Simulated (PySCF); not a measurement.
# C4H6F2: the cost of one run

Programs: PySCF 2.14.0, with density-fitted response routines of our own. Each step states its level of theory. These are calculated values for one molecule in the gas phase, unless marked as measured. Atoms are numbered from 0 throughout.

### 1 The starting structure

12 atoms, charge 0, multiplicity 1; geometry from: GFN2-xTB. The atoms were then displaced at random by about 0.01 Å, so the start is not that level's minimum.

Bonds of the start (Å): C0–C1 1.50, C1–C2 1.48, C2–C3 1.36, C3–F4 1.33, C3–F5 1.31, C0–H6 1.09, C0–H7 1.08, C0–H8 1.11, C1–H9 1.08, C1–H10 1.10, C2–H11 1.09.

### 2 Relaxing the molecule at PBE0-D3(BJ)/def2-SVP

What the job is given:

```
{"job": {"xc": "PBE0", "basis": "def2-SVP", "d3": "d3bj", "grid": 1, "shake": 0.01, "kind": "geom"}, "charge": 0, "multiplicity": 1}
C     -1.591490     0.049660    -0.263460
C     -0.300510    -0.700060    -0.183660
C      0.694060     0.054490     0.617350
C      1.887930     0.507930     0.143500
F      2.292470     0.336300    -1.108760
F      2.754260     1.194520     0.844570
H     -2.004880     0.255560     0.726090
H     -2.326340    -0.489740    -0.841020
H     -1.463270     1.038390    -0.740320
H      0.092420    -0.879980    -1.173420
H     -0.486540    -1.664180     0.304740
H      0.491580     0.268820     1.665370
```

Launch:

```sh
> OMP_NUM_THREADS=1 python probes_run.py task.json out
```

One launch serves the whole session: the jobs run in the order shown.

**Question.** How long does this first job take on 1 thread of Arm Neoverse V1, shared host, and how much memory does it need?

About 42 s, with a peak of 0.46 GiB.
